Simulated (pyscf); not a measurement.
# Substitution at C: `[CH3][SiH]([Cl])[Cl]` + `[H]` [doublet] → `[CH4]` + `[Cl][SiH][Cl]` [doublet]

Gas phase, doublet surface, charge 0. Bonds broken: C1–Si2. Bonds formed: C1–H9. Structures and frequencies: ωB97X-D3(BJ)/def2-SVP in PySCF.

Transition state (Å):

```xyz
9

C     -1.1580     0.3363     0.7683
Si     0.8381    -0.0559     0.1019
Cl     1.9534     1.6637     0.3735
Cl     0.7606    -0.4903    -1.9180
H     -1.2568     1.1650     0.0559
H     -0.8468     0.5437     1.7993
H     -1.5177    -0.6618     0.4904
H      1.5594    -1.1725     0.7761
H     -2.5018     0.6297     1.1864
```

One imaginary mode, 1506i cm⁻¹; descent along it reached the two sides named.

```
bond    change  reactant side (Å)  saddle  product side
------  ------  -----------------  ------  ------------
C1–Si2  breaks              1.854   2.141           3.7
C1–H9    forms                3.8   1.438         1.099
```

Electronic energies relative to the separated reactants (kcal/mol):

```
level                   barrier  reaction energy  reverse barrier
----------------------  -------  ---------------  ---------------
ωB97X-D3(BJ)/def2-TZVP     31.2            -13.5             44.7
PBE/def2-TZVP              20.1            -19.1             39.2
r²SCAN/def2-TZVP           21.8            -18.6             40.4
B3LYP-D3(BJ)/def2-TZVP     23.7            -19.3             43.0
PBE0-D3(BJ)/def2-TZVP      24.9            -15.7             40.6
M06-2X/def2-TZVP           28.1            -16.7             44.8
ωB97M-D3(BJ)/def2-TZVP     29.3            -14.5             43.8
HF/def2-TZVP               46.5            -14.6             61.1
```

With ωB97M-D3(BJ)/def2-TZVP energies and thermal terms (ideal gas, 1 atm, RRHO with modes under 100 cm⁻¹ raised to 100, one conformer, R ln 2 for chiral ones without a mode under 150 cm⁻¹), in kcal/mol:

```tsv
T (K)	ΔH‡	ΔG‡	ΔH	ΔG
298	29.9	36.1	-10.7	-13.5
600	29.3	42.6	-12.2	-15.7
900	28.8	49.3	-13.8	-17.1
1200	28.4	56.2	-15.3	-18.0
```

The same reactants have a lower exit, to H₃C–Si•(Cl)–Cl + H₂ (barrier +4.9 kcal/mol at ωB97M-D3(BJ), against +29.3 kcal/mol here). One saddle was located; it need not be the lowest between these sides. The angle at the attacked C is 178°.
